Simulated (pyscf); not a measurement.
# Multi-bond step: `[OH][Si]([O][SiH3])([O][SiH3])[O][SiH3]` + `[FH]` + `[FH]` -> `[F][Si]([O][SiH3])([O][SiH3])[O][SiH3]` + `[OH2]` + `[FH]`

Gas phase, singlet surface, charge 0. Bonds broken: Si3–O8, H19–F20, H21–F22. Bonds formed: Si3–F20, O8–H21, H19–F22. Optimised with ωB97X-D3(BJ)/def2-SVP in PySCF.

Transition state (Å):

```xyz
22

Si    -1.9485     1.9496     1.6431
O     -1.1998     1.0120     0.4730
Si    -0.4023    -0.4248     0.4217
O     -0.0721    -0.4617    -1.2397
Si    -0.2460     0.7723    -2.3499
O      1.1194    -0.6066     1.0184
Si     2.5369    -0.7235     0.1317
O     -1.3285    -1.9174     0.2835
H     -1.0257     2.2212     2.7766
H     -3.1853     1.2809     2.1309
H     -2.3131     3.2299     0.9792
H      0.3772     0.3045    -3.6199
H      0.4432     2.0126    -1.8963
H     -1.6862     1.0639    -2.6019
H      2.5377    -1.9622    -0.6955
H      3.6502    -0.7908     1.1157
H      2.7246     0.4684    -0.7412
H     -1.2275    -2.3050    -0.5970
H     -1.2614    -1.6934     2.5405
F     -0.9902    -0.6339     2.2833
H     -1.5001    -2.5716     1.2646
F     -1.5458    -2.8129     2.3853
```

One imaginary mode, 758i cm⁻¹; descent along it reached the two sides named, in the forms told below.

```json
[
 {"bond": "Si3–O8", "change": "breaks", "reactant side (Å)": "1.687", "saddle": "1.762", "product side": "1.892"},
 {"bond": "H19–F20", "change": "breaks", "reactant side (Å)": "0.948", "saddle": "1.123", "product side": "1.563"},
 {"bond": "H21–F22", "change": "breaks", "reactant side (Å)": "0.963", "saddle": "1.147", "product side": "1.609"},
 {"bond": "Si3–F20", "change": "forms", "reactant side (Å)": "2.9", "saddle": "1.963", "product side": "1.736"},
 {"bond": "O8–H21", "change": "forms", "reactant side (Å)": "1.553", "saddle": "1.192", "product side": "0.995"},
 {"bond": "H19–F22", "change": "forms", "reactant side (Å)": "1.585", "saddle": "1.165", "product side": "0.958"}
]
```

Electronic energies relative to the separated reactants (eV):

| level | barrier | reaction energy | reverse barrier |
|---|---|---|---|
| ωB97X-D3(BJ)/def2-TZVP | -0.16 | -0.42 | 0.26 |
| PBE/def2-TZVP | -0.33 | -0.48 | 0.16 |
| r²SCAN/def2-TZVP | -0.39 | -0.48 | 0.09 |
| B3LYP-D3(BJ)/def2-TZVP | -0.18 | -0.46 | 0.28 |
| PBE0-D3(BJ)/def2-TZVP | -0.27 | -0.42 | 0.15 |
| M06-2X/def2-TZVP | -0.29 | -0.43 | 0.14 |
| ωB97M-D3(BJ)/def2-TZVP | -0.17 | -0.45 | 0.27 |
| HF/def2-TZVP | 0.92 | -0.56 | 1.49 |

With ωB97M-D3(BJ)/def2-TZVP energies and thermal terms (ideal gas, 1 atm, RRHO with modes under 100 cm⁻¹ raised to 100, one conformer, R ln 2 for rigid chiral ones), in eV:

```json
[
 {"T (K)": "298", "ΔH‡": "-0.18", "ΔG‡": "0.82", "ΔH": "-0.42", "ΔG": "-0.44"},
 {"T (K)": "600", "ΔH‡": "-0.20", "ΔG‡": "1.85", "ΔH": "-0.45", "ΔG": "-0.45"},
 {"T (K)": "900", "ΔH‡": "-0.18", "ΔG‡": "2.87", "ΔH": "-0.47", "ΔG": "-0.45"},
 {"T (K)": "1200", "ΔH‡": "-0.12", "ΔG‡": "3.87", "ΔH": "-0.49", "ΔG": "-0.44"}
]
```

On the reactant side the descent ends in a bound adduct (not fully relaxed), 0.78 eV under the separated species and 0.61 eV under the saddle at ωB97X-D3(BJ)/def2-TZVP. On the product side the descent ends in an adduct with a O–Si contact, 0.04 eV under the separated species and 0.30 eV under the saddle at ωB97X-D3(BJ)/def2-TZVP. At ωB97X-D3(BJ), PBE, r²SCAN, B3LYP-D3(BJ), PBE0-D3(BJ), M06-2X, ωB97M-D3(BJ) the saddle lies under the separated reactants, which points to a path from their complex (located at ωB97X-D3(BJ) alone). What is counted as broken (O–Si) persists as a longer contact in the product adduct; parting that adduct is a step of its own. One saddle was located; it need not be the lowest between these sides.
